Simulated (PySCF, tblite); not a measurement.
# CH₂ClF: bond homolysis

Wanted: bond homolysis for CH₂ClF (`FCCl`).

Computed with tblite 0.8.0 and PySCF 2.14.0 and routines of our own; the level stands in each step. Atoms count from 0.

## (1) The system as given

5 atoms, charge 0, multiplicity 1; geometry from: start built from the parent or by distance geometry.

## (2) Geometry optimisation with GFN2-xTB

What the job is given:

```
{"job": {"kind": "relax", "xc": "GFN2-xTB", "basis": "xTB"}, "charge": 0, "multiplicity": 1}
F     -0.759300     1.125700    -0.116300
C     -0.106500    -0.046900    -0.030800
Cl     1.672500     0.205800    -0.043700
H     -0.362800    -0.509400     0.948000
H     -0.426700    -0.769400    -0.791600
```

Started as:

```console
> OMP_NUM_THREADS=1 python redox_run.py task.json out
```

The driver reads the jobs from task.json and runs them one after another.

What it wrote:

```text
step      E/eV     max force
  0    -338.15177    1.241
  1    -338.17786    0.551
  2    -338.19608    0.558
  3    -338.20655    0.412
  4    -338.21004    0.144
  5    -338.21096    0.095
  6    -338.21137    0.052
  7    -338.21152    0.046
  8    -338.21164    0.035
  9    -338.21173    0.034
 10    -338.21176    0.018
 11    -338.21177    0.004
```

It took 0.03 s on 1 thread of Arm Neoverse V1, shared host.

Relaxation path:

```csv
step,energy from step 0 (eV),largest force (eV/Å)
0,0.0000,1.2411
1,-0.0261,0.5512
2,-0.0443,0.5584
3,-0.0548,0.4116
4,-0.0583,0.1438
5,-0.0592,0.0946
6,-0.0596,0.0519
7,-0.0598,0.0457
8,-0.0599,0.0355
9,-0.0600,0.0341
10,-0.0600,0.0175
11,-0.0600,0.0041
```

Distances of close pairs at the start and the end, largest changes first:

```csv
bond,before (Å),after (Å),change (Å)
C1–Cl2,1.797,1.777,-0.020
C1–H3,1.112,1.093,-0.019
F0–C1,1.345,1.350,+0.005
C1–H4,1.097,1.093,-0.004
```

The end geometry stands in the next job.

## (3) Infrared spectrum with GFN2-xTB

What the job is given:

```
{"job": {"kind": "ir", "xc": "GFN2-xTB", "basis": "xTB"}, "charge": 0, "multiplicity": 1}
F     -0.759002     1.102203    -0.132850
C     -0.108692    -0.072777     0.004778
Cl     1.647037     0.193308    -0.063469
H     -0.363423    -0.492990     0.981417
H     -0.398676    -0.724039    -0.824247
```

What it wrote:

```text
mode    cm-1     km/mol
  1     351.7     11.59
  2     696.8      0.98
  3     933.1      0.46
  4    1052.9    122.52
  5    1178.4      3.23
  6    1241.2     38.41
  7    1390.4      1.68
  8    2948.8      3.98
  9    2956.5      0.48
ZPE 76.260  H(298)-E 87.728  G(298)-E 8.606 kJ/mol  S 265.38 J/(mol K)
```

Run time: 0.08 s. Hardware: 1 thread of Arm Neoverse V1, shared host.

Which atoms move in the most intense modes:

```csv
cm⁻¹,km/mol,atoms
352,11.6,"F0 54 %, Cl2 33 %, C1 12 %"
697,1.0,"C1 68 %, Cl2 24 %"
1053,122.5,"C1 55 %, F0 41 %"
1178,3.2,"H3 47 %, H4 46 %"
1241,38.4,"H4 44 %, H3 44 %"
1390,1.7,"H4 46 %, H3 46 %"
2949,4.0,"H4 55 %, H3 42 %"
2956,0.5,"H3 52 %, H4 39 %"
```

## (4) Geometry optimisation at PBE0-D3(BJ)/def2-SVP

What the job is given:

```
{"job": {"xc": "PBE0", "basis": "def2-SVP", "d3": "d3bj", "grid": 1, "kind": "geom"}, "charge": 0, "multiplicity": 1}
F     -0.759002     1.102203    -0.132850
C     -0.108692    -0.072777     0.004778
Cl     1.647037     0.193308    -0.063469
H     -0.363423    -0.492990     0.981417
H     -0.398676    -0.724039    -0.824247
```

What it wrote:

```text
step   0  E = -598.79421053  max force = 0.012943
step   1  E = -598.79459626  max force = 0.003383
step   2  E = -598.79451672  max force = 0.004007
step   3  E = -598.79456540  max force = 0.001449
step   4  E = -598.79455254  max force = 0.000656
step   5  E = -598.79456183  max force = 0.000230
step   6  E = -598.79456242  max force = 0.000065
optimisation converged
```

It took 5.1 s on 1 thread of Arm Neoverse V1, shared host.

Along the way: (the energy doesn't fall at every step)

```csv
step,energy from step 0 (eV),largest force component (eV/Å)
0,0.0000,0.6656
1,-0.0105,0.1740
2,-0.0083,0.2060
3,-0.0097,0.0745
4,-0.0093,0.0337
5,-0.0096,0.0118
6,-0.0096,0.0033
```

Close pairs (by a distance rule), those that changed most:

```csv
bond,before (Å),after (Å),change (Å)
C1–H3,1.093,1.100,+0.007
C1–H4,1.093,1.100,+0.006
F0–C1,1.350,1.345,-0.005
C1–Cl2,1.777,1.774,-0.004
```

The final coordinates are the input of the step that follows.

```csv
at the end point,value
point group (found at 0.08 Å tolerance),Cs
"rotational constants (GHz, main isotopes)","42.932, 5.678, 5.186"
dipole moment (D),1.81
```

## (5) Harmonic vibrations (CH2ClF): PBE0-D3(BJ)/def2-SVP

What the job is given:

```
{"job": {"xc": "PBE0", "basis": "def2-SVP", "d3": "d3bj", "grid": 2, "kind": "hessian"}, "charge": 0, "multiplicity": 1}
F     -1.010242     0.847106    -0.331315
C     -0.092280    -0.088954    -0.032789
Cl     1.454442     0.654788     0.414465
H     -0.432926    -0.684233     0.826982
H      0.089826    -0.725455    -0.911092
```

What it wrote:

```text
coarse grid: 5040 points
cycle   1  E = -598.6826273099  dE =  2.187e-01  |g| = 5.064e-01  |ddm| = 2.081e+00
cycle   2  E = -598.6355516664  dE =  4.708e-02  |g| = 7.284e-01  |ddm| = 8.696e-01
cycle   3  E = -598.7316789385  dE = -9.613e-02  |g| = 3.190e-02  |ddm| = 5.038e-01
cycle   4  E = -598.7318642674  dE = -1.853e-04  |g| = 1.243e-02  |ddm| = 4.734e-02
cycle   5  E = -598.7318963598  dE = -3.209e-05  |g| = 4.280e-03  |ddm| = 1.803e-02
cycle   6  E = -598.7319006736  dE = -4.314e-06  |g| = 7.616e-04  |ddm| = 4.267e-03
final grid: 45304 points
cycle   7  E = -598.7945538766  dE = -8.738e-06  |g| = 4.082e-03  |ddm| = 1.005e-02
cycle   8  E = -598.7945520389  dE =  1.838e-06  |g| = 5.285e-03  |ddm| = 6.850e-03
cycle   9  E = -598.7945574617  dE = -5.423e-06  |g| = 4.880e-04  |ddm| = 3.614e-03
cycle  10  E = -598.7945575108  dE = -4.914e-08  |g| = 4.809e-05  |ddm| = 5.620e-04
cycle  11  E = -598.7945575111  dE = -2.547e-10  |g| = 2.558e-05  |ddm| = 5.159e-05
cycle  12  E = -598.7945575112  dE = -1.551e-10  |g| = 5.099e-06  |ddm| = 3.097e-05
cycle  13  E = -598.7945575112  dE = -6.594e-12  |g| = 6.659e-07  |ddm| = 5.487e-06
converged SCF energy = -598.7945575112

mode    cm-1
  1     392.2
  2     773.3
  3    1003.5
  4    1160.6
  5    1260.0
  6    1372.8
  7    1495.8
  8    3094.2
  9    3179.1
ZPE 82.133  H(298)-E 93.324  G(298)-E 14.634 kJ/mol  S 263.93 J/(mol K)
```

Run time: 12 s. Hardware: 1 thread of Arm Neoverse V1, shared host; peak memory 0.73 GiB.

Zero-point energy 82.13 kJ/mol (xTB gave 76.26).

## (6) Single point (CH2ClF): M06-2X/def2-TZVP

Geometry: PBE0-D3(BJ)/def2-SVP.

What the job is given:

```
{"job": {"kind": "sp", "xc": "M06-2X", "basis": "def2-TZVP", "grid": 3}, "charge": 0, "multiplicity": 1}
F     -1.010242     0.847106    -0.331315
C     -0.092280    -0.088954    -0.032789
Cl     1.454442     0.654788     0.414465
H     -0.432926    -0.684233     0.826982
H      0.089826    -0.725455    -0.911092
```

What it wrote:

```text
coarse grid: 21744 points
cycle   1  E = -599.2868339681  dE =  2.844e-01  |g| = 5.281e-01  |ddm| = 1.517e+00
cycle   2  E = -599.2717300932  dE =  1.510e-02  |g| = 6.504e-01  |ddm| = 6.083e-01
cycle   3  E = -599.3448577248  dE = -7.313e-02  |g| = 2.886e-02  |ddm| = 2.919e-01
cycle   4  E = -599.3449913491  dE = -1.336e-04  |g| = 1.884e-02  |ddm| = 2.890e-02
cycle   5  E = -599.3450556769  dE = -6.433e-05  |g| = 4.631e-03  |ddm| = 1.428e-02
cycle   6  E = -599.3450606014  dE = -4.924e-06  |g| = 8.349e-04  |ddm| = 3.750e-03
final grid: 66880 points
cycle   7  E = -599.3461311457  dE = -9.643e-06  |g| = 2.585e-03  |ddm| = 9.930e-03
cycle   8  E = -599.3461318876  dE = -7.418e-07  |g| = 1.586e-03  |ddm| = 3.027e-03
cycle   9  E = -599.3461322875  dE = -3.999e-07  |g| = 1.327e-04  |ddm| = 1.349e-03
cycle  10  E = -599.3461322949  dE = -7.411e-09  |g| = 8.782e-05  |ddm| = 2.325e-04
converged SCF energy = -599.3461322949
```

Run time: 3.2 s. Hardware: 1 thread of Arm Neoverse V1, shared host.

## (7) Harmonic vibrations (CH₂Cl radical): PBE0-D3(BJ)/def2-SVP

What the job is given:

```
{"job": {"xc": "PBE0", "basis": "def2-SVP", "d3": "d3bj", "grid": 2, "kind": "hessian"}, "charge": 0, "multiplicity": 2}
C      0.131830    -0.306856     0.028036
Cl     1.422052     0.733267     0.385878
H     -0.519226    -0.616473     0.845149
H      0.009844    -0.637099    -1.003223
```

What it wrote:

```text
coarse grid: 3952 points
cycle   1  E = -499.0084495503  dE =  3.393e-02  |g| = 9.414e-02  |ddm| = 1.383e+00
cycle   2  E = -499.0120126474  dE = -3.563e-03  |g| = 6.767e-02  |ddm| = 1.916e-01
cycle   3  E = -499.0143449673  dE = -2.332e-03  |g| = 2.821e-02  |ddm| = 1.019e-01
cycle   4  E = -499.0148037930  dE = -4.588e-04  |g| = 6.750e-03  |ddm| = 3.097e-02
cycle   5  E = -499.0148433458  dE = -3.955e-05  |g| = 1.791e-03  |ddm| = 1.100e-02
cycle   6  E = -499.0148476990  dE = -4.353e-06  |g| = 6.052e-04  |ddm| = 3.904e-03
final grid: 33704 points
cycle   7  E = -499.0663226494  dE = -7.148e-06  |g| = 2.000e-03  |ddm| = 6.501e-03
cycle   8  E = -499.0663228822  dE = -2.328e-07  |g| = 1.939e-03  |ddm| = 3.948e-03
cycle   9  E = -499.0663248426  dE = -1.960e-06  |g| = 3.448e-04  |ddm| = 1.877e-03
cycle  10  E = -499.0663249094  dE = -6.677e-08  |g| = 4.581e-05  |ddm| = 4.450e-04
cycle  11  E = -499.0663249120  dE = -2.622e-09  |g| = 1.700e-05  |ddm| = 9.159e-05
cycle  12  E = -499.0663249123  dE = -2.876e-10  |g| = 3.873e-06  |ddm| = 2.933e-05
cycle  13  E = -499.0663249123  dE = -2.058e-11  |g| = 5.844e-07  |ddm| = 9.490e-06
converged SCF energy = -499.0663249123

mode    cm-1
  1     178.3
  2     876.5
  3     985.5
  4    1394.8
  5    3186.7
  6    3348.2
ZPE 59.634  H(298)-E 71.390  G(298)-E -2.675 kJ/mol  S 248.42 J/(mol K)
```

Run time: 8.9 s. Hardware: 1 thread of Arm Neoverse V1, shared host; peak memory 0.55 GiB.

Zero-point energy 59.63 kJ/mol (xTB gave 57.23).

## (8) Single point (CH2Cl radical): M06-2X/def2-TZVP

Geometry: PBE0-D3(BJ)/def2-SVP.

What the job is given:

```
{"job": {"kind": "sp", "xc": "M06-2X", "basis": "def2-TZVP", "grid": 3}, "charge": 0, "multiplicity": 2}
C      0.131830    -0.306856     0.028036
Cl     1.422052     0.733267     0.385878
H     -0.519226    -0.616473     0.845149
H      0.009844    -0.637099    -1.003223
```

What it wrote:

```text
coarse grid: 16440 points
cycle   1  E = -499.4162548426  dE =  7.959e-02  |g| = 1.370e-01  |ddm| = 1.019e+00
cycle   2  E = -499.4203232365  dE = -4.068e-03  |g| = 1.282e-01  |ddm| = 1.978e-01
cycle   3  E = -499.4286221311  dE = -8.299e-03  |g| = 2.099e-02  |ddm| = 9.258e-02
cycle   4  E = -499.4290020505  dE = -3.799e-04  |g| = 6.174e-03  |ddm| = 2.196e-02
cycle   5  E = -499.4290649037  dE = -6.285e-05  |g| = 2.341e-03  |ddm| = 1.059e-02
cycle   6  E = -499.4290746774  dE = -9.774e-06  |g| = 8.507e-04  |ddm| = 4.326e-03
final grid: 52616 points
cycle   7  E = -499.4300904842  dE = -6.263e-06  |g| = 1.396e-03  |ddm| = 5.222e-03
cycle   8  E = -499.4300909887  dE = -5.045e-07  |g| = 1.017e-03  |ddm| = 1.577e-03
cycle   9  E = -499.4300914333  dE = -4.446e-07  |g| = 2.443e-04  |ddm| = 8.109e-04
cycle  10  E = -499.4300914918  dE = -5.857e-08  |g| = 1.081e-04  |ddm| = 2.810e-04
cycle  11  E = -499.4300915095  dE = -1.765e-08  |g| = 2.601e-05  |ddm| = 1.800e-04
cycle  12  E = -499.4300915108  dE = -1.354e-09  |g| = 8.651e-06  |ddm| = 5.634e-05
converged SCF energy = -499.4300915108
```

Wall time 3.8 s (1 thread of Arm Neoverse V1, shared host).

## (9) Optimising the geometry with GFN2-xTB

This step treats CHClF radical, labelled `F[CH]Cl` (the label fixes atoms and charge, not where charge and spin sit).

What the job is given:

```
{"job": {"kind": "relax", "xc": "GFN2-xTB", "basis": "xTB"}, "charge": 0, "multiplicity": 2}
F     -0.994000     0.841000    -0.336600
C     -0.103000    -0.080300    -0.055800
Cl     1.471900     0.647200     0.417700
H      0.087300    -0.710800    -0.931700
```

What it wrote:

```text
step      E/eV     max force
  0    -322.13649    2.316
  1    -322.22804    1.462
  2    -322.29070    0.834
  3    -322.30384    0.486
  4    -322.32471    0.280
  5    -322.33038    0.179
  6    -322.33132    0.044
  7    -322.33136    0.028
  8    -322.33143    0.027
  9    -322.33147    0.022
 10    -322.33148    0.009
```

It took 0.03 s on 1 thread of Arm Neoverse V1, shared host.

Along the way:

```csv
step,energy from step 0 (eV),largest force (eV/Å)
0,0.0000,2.3155
1,-0.0916,1.4619
2,-0.1542,0.8341
3,-0.1673,0.4860
4,-0.1882,0.2797
5,-0.1939,0.1790
6,-0.1948,0.0437
7,-0.1949,0.0278
8,-0.1949,0.0273
9,-0.1950,0.0219
10,-0.1950,0.0090
```

Close pairs (by a distance rule), those that changed most:

```csv
bond,before (Å),after (Å),change (Å)
C1–Cl2,1.798,1.685,-0.113
F0–C1,1.312,1.341,+0.029
C1–H3,1.096,1.079,-0.017
```

The final coordinates are the input of the step that follows.

## (10) Harmonic vibrations with GFN2-xTB

What the job is given:

```
{"job": {"kind": "ir", "xc": "GFN2-xTB", "basis": "xTB"}, "charge": 0, "multiplicity": 2}
F     -1.012265     0.845720    -0.300807
C     -0.000967    -0.020300    -0.142410
Cl     1.429230     0.641883     0.453104
H      0.046216    -0.770272    -0.916325
```

What it wrote:

```text
mode    cm-1     km/mol
  1     363.0      6.69
  2     600.8     30.89
  3     805.3      1.36
  4    1121.9    126.87
  5    1174.3     89.77
  6    3058.6      5.39
ZPE 42.611  H(298)-E 54.167  G(298)-E -26.226 kJ/mol  S 269.64 J/(mol K)
```

Run time: 0.08 s. Hardware: 1 thread of Arm Neoverse V1, shared host.

Which atoms move in the most intense modes:

```csv
cm⁻¹,km/mol,atoms
363,6.7,"F0 50 %, Cl2 29 %, C1 20 %"
601,30.9,"H3 63 %, C1 30 %"
805,1.4,"C1 60 %, Cl2 24 %, H3 14 %"
1122,126.9,"C1 46 %, F0 39 %, H3 15 %"
1174,89.8,"H3 75 %, C1 22 %"
3059,5.4,H3 93 %
```

## (11) Geometry optimisation at PBE0-D3(BJ)/def2-SVP

This step treats CHClF radical, labelled `F[CH]Cl` (the label fixes atoms and charge, not where charge and spin sit).

What the job is given:

```
{"job": {"xc": "PBE0", "basis": "def2-SVP", "d3": "d3bj", "grid": 1, "kind": "geom"}, "charge": 0, "multiplicity": 2}
F     -1.012265     0.845720    -0.300807
C     -0.000967    -0.020300    -0.142410
Cl     1.429230     0.641883     0.453104
H      0.046216    -0.770272    -0.916325
```

What it wrote:

```text
step   0  E = -598.13319317  max force = 0.022537
step   1  E = -598.12585213  max force = 0.038560
step   2  E = -598.13227376  max force = 0.018506
step   3  E = -598.13391084  max force = 0.003463
step   4  E = -598.13398644  max force = 0.002064
step   5  E = -598.13401065  max force = 0.000976
step   6  E = -598.13401318  max force = 0.000171
optimisation converged
```

It took 6.6 s on 1 thread of Arm Neoverse V1, shared host.

Along the way: (the energy doesn't fall at every step)

```csv
step,energy from step 0 (eV),largest force component (eV/Å)
0,0.0000,1.1589
1,0.1998,1.9828
2,0.0250,0.9516
3,-0.0195,0.1781
4,-0.0216,0.1061
5,-0.0222,0.0502
6,-0.0223,0.0088
```

Distances of close pairs at the start and the end, largest changes first:

```csv
bond,before (Å),after (Å),change (Å)
C1–Cl2,1.685,1.710,+0.025
F0–C1,1.341,1.319,-0.022
C1–H3,1.079,1.096,+0.017
```

The end geometry stands in the next job.

```csv
at the end point,value
point group (found at 0.08 Å tolerance),C1
"rotational constants (GHz, main isotopes)","59.319, 5.887, 5.389"
dipole moment (D),1.16
⟨S²⟩,0.753
```

## (12) Harmonic vibrations (CHClF radical): PBE0-D3(BJ)/def2-SVP

What the job is given:

```
{"job": {"xc": "PBE0", "basis": "def2-SVP", "d3": "d3bj", "grid": 2, "kind": "hessian"}, "charge": 0, "multiplicity": 2}
F     -0.317501     1.095394    -1.055885
C     -0.132222     0.114385    -0.194182
Cl     1.107695     0.375481     0.954428
H     -0.198655    -0.892761    -0.621513
```

What it wrote:

```text
coarse grid: 4416 points
cycle   1  E = -598.0275573159  dE =  2.985e-01  |g| = 3.297e-01  |ddm| = 1.511e+00
cycle   2  E = -597.9811210833  dE =  4.644e-02  |g| = 4.934e-01  |ddm| = 5.535e-01
cycle   3  E = -598.0705713618  dE = -8.945e-02  |g| = 2.927e-02  |ddm| = 3.342e-01
cycle   4  E = -598.0708954492  dE = -3.241e-04  |g| = 1.469e-02  |ddm| = 3.443e-02
cycle   5  E = -598.0710051216  dE = -1.097e-04  |g| = 5.612e-03  |ddm| = 2.190e-02
cycle   6  E = -598.0710263333  dE = -2.121e-05  |g| = 1.246e-03  |ddm| = 7.204e-03
cycle   7  E = -598.0710279837  dE = -1.650e-06  |g| = 3.970e-04  |ddm| = 2.394e-03
final grid: 39936 points
cycle   8  E = -598.1340416326  dE = -8.934e-06  |g| = 1.962e-03  |ddm| = 5.914e-03
cycle   9  E = -598.1340410163  dE =  6.163e-07  |g| = 2.490e-03  |ddm| = 3.804e-03
cycle  10  E = -598.1340434265  dE = -2.410e-06  |g| = 3.357e-04  |ddm| = 1.807e-03
cycle  11  E = -598.1340434692  dE = -4.268e-08  |g| = 4.576e-05  |ddm| = 3.335e-04
cycle  12  E = -598.1340434707  dE = -1.516e-09  |g| = 2.921e-05  |ddm| = 9.523e-05
cycle  13  E = -598.1340434713  dE = -5.418e-10  |g| = 1.059e-05  |ddm| = 4.729e-05
cycle  14  E = -598.1340434713  dE = -8.708e-11  |g| = 2.668e-06  |ddm| = 2.153e-05
converged SCF energy = -598.1340434713

mode    cm-1
  1     415.4
  2     720.9
  3     860.8
  4    1235.3
  5    1320.3
  6    3198.9
ZPE 46.365  H(298)-E 57.558  G(298)-E -22.285 kJ/mol  S 267.80 J/(mol K)
```

Run time: 15 s. Hardware: 1 thread of Arm Neoverse V1, shared host; peak memory 0.75 GiB.

Zero-point energy 46.37 kJ/mol (xTB gave 42.61).

## (13) Single point (CHClF radical): M06-2X/def2-TZVP

Geometry: PBE0-D3(BJ)/def2-SVP.

What the job is given:

```
{"job": {"kind": "sp", "xc": "M06-2X", "basis": "def2-TZVP", "grid": 3}, "charge": 0, "multiplicity": 2}
F     -0.317501     1.095394    -1.055885
C     -0.132222     0.114385    -0.194182
Cl     1.107695     0.375481     0.954428
H     -0.198655    -0.892761    -0.621513
```

What it wrote:

```text
coarse grid: 19272 points
cycle   1  E = -598.6240117063  dE =  3.627e-01  |g| = 3.537e-01  |ddm| = 1.189e+00
cycle   2  E = -598.6104104441  dE =  1.360e-02  |g| = 4.378e-01  |ddm| = 4.406e-01
cycle   3  E = -598.6790118676  dE = -6.860e-02  |g| = 3.001e-02  |ddm| = 2.044e-01
cycle   4  E = -598.6796080055  dE = -5.961e-04  |g| = 1.644e-02  |ddm| = 3.234e-02
cycle   5  E = -598.6798049925  dE = -1.970e-04  |g| = 7.716e-03  |ddm| = 2.172e-02
cycle   6  E = -598.6798614701  dE = -5.648e-05  |g| = 2.467e-03  |ddm| = 1.049e-02
cycle   7  E = -598.6798710080  dE = -9.538e-06  |g| = 6.473e-04  |ddm| = 5.174e-03
final grid: 57072 points
cycle   8  E = -598.6810370260  dE = -8.583e-06  |g| = 1.839e-03  |ddm| = 6.816e-03
cycle   9  E = -598.6810377904  dE = -7.644e-07  |g| = 1.177e-03  |ddm| = 2.180e-03
cycle  10  E = -598.6810382593  dE = -4.689e-07  |g| = 2.460e-04  |ddm| = 9.567e-04
cycle  11  E = -598.6810383005  dE = -4.123e-08  |g| = 1.195e-04  |ddm| = 2.414e-04
cycle  12  E = -598.6810383167  dE = -1.611e-08  |g| = 4.063e-05  |ddm| = 1.570e-04
cycle  13  E = -598.6810383182  dE = -1.537e-09  |g| = 2.061e-05  |ddm| = 5.254e-05
converged SCF energy = -598.6810383182
```

Run time: 6.1 s. Hardware: 1 thread of Arm Neoverse V1, shared host.

## (14) Bond homolysis: M06-2X/def2-TZVP

This step combines the energies above: geometries from PBE0-D3(BJ)/def2-SVP, zero-point and thermal terms from PBE0-D3(BJ)/def2-SVP.

What the job is given:

```
{"job": {"kind": "bd", "cap": 8, "geom": {"xc": "PBE0", "basis": "def2-SVP", "d3": "d3bj", "grid": 1}, "hess": 1, "level": {"xc": "M06-2X", "basis": "def2-TZVP", "grid": 3}}, "charge": 0, "multiplicity": 1}
F     -1.010242     0.847106    -0.331315
C     -0.092280    -0.088954    -0.032789
Cl     1.454442     0.654788     0.414465
H     -0.432926    -0.684233     0.826982
H      0.089826    -0.725455    -0.911092
```

Output (the driver's rows laid out field by field):

```text
homolysis bond by bond, M06-2X/def2-TZVP // PBE0-D3(BJ)/def2-SVP

row 1
  atoms                   1 2
  elements                C Cl
  length                  1.7736
  fragments               formula CH2F, charge 0, multiplicity 2, smiles [CH2]F, kept yes, pieces 1, point_group Cs, largest_spin C 0.981; formula Cl, charge 0, multiplicity 2, smiles [Cl], kept yes, pieces 1
  electronic              370.35
  zero_kelvin             353.44
  enthalpy                358.97
  free_energy             317.24

row 2
  atoms                   0 1
  elements                F C
  length                  1.3446
  fragments               formula F, charge 0, multiplicity 2, smiles [F], kept yes, pieces 1; formula CH2Cl, charge 0, multiplicity 2, smiles [CH2]Cl, kept yes, pieces 1, point_group C2v, largest_spin C 0.984
  electronic              478.65
  zero_kelvin             456.15
  enthalpy                462.91
  free_energy             419.69

row 3
  atoms                   1 3
  elements                C H
  length                  1.0998
  fragments               formula CHClF, charge 0, multiplicity 2, smiles F[CH]Cl, kept yes, pieces 1, point_group C1, largest_spin C 0.878; formula H, charge 0, multiplicity 2, smiles [H], kept yes, pieces 1
  electronic              438.32
  zero_kelvin             402.55
  enthalpy                408.75
  free_energy             373.39
```

It took 78 s on 1 thread of Arm Neoverse V1, shared host.

Some single points behind these values are not shown above.

Dissociation energies (kJ/mol, gas phase, 298 K for the thermal columns):

```csv
bond,fragments,electronic,enthalpy,free energy
C1–Cl2,[CH2]F + [Cl],370.4,359.0,317.2
F0–C1,[F] + [CH2]Cl,478.6,462.9,419.7
C1–H3,F[CH]Cl + [H],438.3,408.8,373.4
```

## (15) Results

```
                                     quantity                  value
    strongest single infrared mode (GFN2-xTB)  1053 cm⁻¹, 123 km/mol
                 zero-point energy (GFN2-xTB)          18.2 kcal/mol
                                  point group                     Cs
         rotational constants (main isotopes)  42.93, 5.68, 5.19 GHz
bond enthalpy (ΔH), C1–Cl2 (M06-2X/def2-TZVP)           359.0 kJ/mol
 bond enthalpy (ΔH), F0–C1 (M06-2X/def2-TZVP)           462.9 kJ/mol
 bond enthalpy (ΔH), C1–H3 (M06-2X/def2-TZVP)           408.8 kJ/mol
```

In words: All 9 modes are real, so the xTB geometry is a minimum. The strongest single mode, at 1053 cm⁻¹, moves mainly C1 and F0. Unscaled tight-binding wavenumbers are off by several per cent, some by more. Its intensities can rank the bands wrongly. Relaxing lowered the energy by 0.010 eV in 6 steps; the close pair that moved most is C1–H3, from 1.093 to 1.100 Å (PBE0/def2-SVP). At M06-2X/def2-TZVP the bond enthalpy (ΔH) runs from 359.0 kJ/mol (C1–Cl2) to 462.9 kJ/mol (F0–C1).
